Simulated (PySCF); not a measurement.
Gas-phase reaction: ethylsilane + 4 SiH3 + 3 C ⇌ 5 CH3SiH

Method: PySCF energies plus ideal-gas RRHO corrections (1 bar). † marks an energy on the PBE0/def2-TZVP geometry and frequencies; other levels use their own. MP2 and CCSD(T) freeze the core. 6-31G* has spherical d functions here. Open shells (unrestricted): SiH3 (multiplicity 2), C (multiplicity 3); the rest are closed-shell singlets. Spin-orbit splitting is ignored; it lowers the true energy and changes the entropy of C. B3LYP is the form with VWN-RPA correlation. CH3SiH: computed as isolated molecules; such fragments, hydroxides, amides, oligomers or adducts are transient or little studied in the gas. MP2 isn't extrapolated to the basis-set limit. CCSD(T) isn't extrapolated to the basis-set limit.

```csv
level,"ΔH°(298 K), kJ"
B3LYP/def2-TZVP†,[?]
CCSD(T)/def2-SVP†,[?]
HF/6-31G*,-1133
HF/def2-TZVP†,-1102
MP2/def2-TZVPP†,-1822
PBE/def2-TZVP†,-1933
PBE0/def2-SVP†,-1872
PBE0/def2-TZVP,[?]
ωB97M-V/def2-TZVP†,[?]
```

### Question
Some entries are withheld; supply them.

### Answer

- B3LYP/def2-TZVP†, ΔH°(298 K), kJ: -1813
- CCSD(T)/def2-SVP†, ΔH°(298 K), kJ: -1733
- PBE0/def2-TZVP, ΔH°(298 K), kJ: -1850
- ωB97M-V/def2-TZVP†, ΔH°(298 K), kJ: -1903
